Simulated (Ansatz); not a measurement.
**Al₂HO (quartet): the correlation ladder, cc-pVDZ**

Aim: climb from Hartree-Fock through coupled cluster for Al₂HO (quartet) at one geometry and basis, and see what each rung misses.

Program: Ansatz 0.2.0, Gaussian basis. Level of theory: cc-pVDZ, core rule «outside noble gas», up to 11 orbitals frozen. These are calculated values, not measurements.

To be run: UHF; CCSD(T) on ROHF; CCSD(T) on UHF; BCCD(T) on ROHF; CISD; CCSDT(Q) on ROHF; CCSDT(Q) on UHF.

24 further runs of the same task are left out: 9 that didn't finish, 15 set aside as unsound or not needed.

**1. The system**

The geometry is a PBE0/def2-TZVP stationary point (not a proven minimum).

4 atoms, charge 0, spin multiplicity 4.

Atoms are counted from 1 here; the program's logs count them from 0.

Bond lengths: Al1–Al2 2.344 Å, Al2–O3 1.647 Å, O3–H4 0.946 Å. Angles: Al1–Al2–O3 180.0°, Al2–O3–H4 180.0°.

**2. UHF**

File in.yaml:

```yaml
crystal:
  periodic: [false, false, false]
  atoms:
    - {symbol: Al, position_ang: [0.000000, 0.000000, -2.818500]}
    - {symbol: Al, position_ang: [0.000000, 0.000000, -0.474100]}
    - {symbol: O, position_ang: [0.000000, 0.000000, 1.173400]}
    - {symbol: H, position_ang: [0.000000, 0.000000, 2.119200]}
basis:
  gaussian: {orbitals: cc-pVDZ}
magnetization: {spin_polarized: true, initial_magnetization: 3}
hamiltonian: {xc: hf}
output: {orbitals: {seedname: orbitals}}
```

On the command line:

```bash
$ ansatz run in.yaml --threads 1 --pin off --events-out ev --progress --plain --max-ram 2393MiB
```

The runs that follow: CCSD(T) on ROHF; CCSD(T) on UHF; BCCD(T) on ROHF; CISD; CCSDT(Q) on ROHF; CCSDT(Q) on UHF.

Before running them: what should the planned runs give, taken together? Wanted: UCCSDT(Q) below the RHF energy; RMP2 from UCCSDT(Q); UMP2 from UCCSDT(Q); RCCSD from UCCSDT(Q); RCCSD(T) from UCCSDT(Q); UCCSD(T) from UCCSDT(Q); RCCSDT(Q) from UCCSDT(Q); T1 diagnostic.

The runs gave:

| quantity | value |
| --- | --- |
| UCCSDT(Q) below the RHF energy | -8.0893 eV |
| RMP2 from UCCSDT(Q) | +83.4 kJ/mol |
| UMP2 from UCCSDT(Q) | +84.1 kJ/mol |
| RCCSD from UCCSDT(Q) | +27.6 kJ/mol |
| RCCSD(T) from UCCSDT(Q) | +6.0 kJ/mol |
| UCCSD(T) from UCCSDT(Q) | +6.1 kJ/mol |
| RCCSDT(Q) from UCCSDT(Q) | +0.2 kJ/mol |
| levels within 1 kcal/mol (43 meV) | RCCSDT, UCCSDT, RCCSDT(Q) |
| T1 diagnostic | 0.028 |

What this shows: RCCSD(T) lands +6.0 kJ/mol from the yardstick (0.8 % of the correlation energy). These misses are within one basis, not against nature; the frozen cores of restricted and unrestricted runs differ, which can shift their rows.
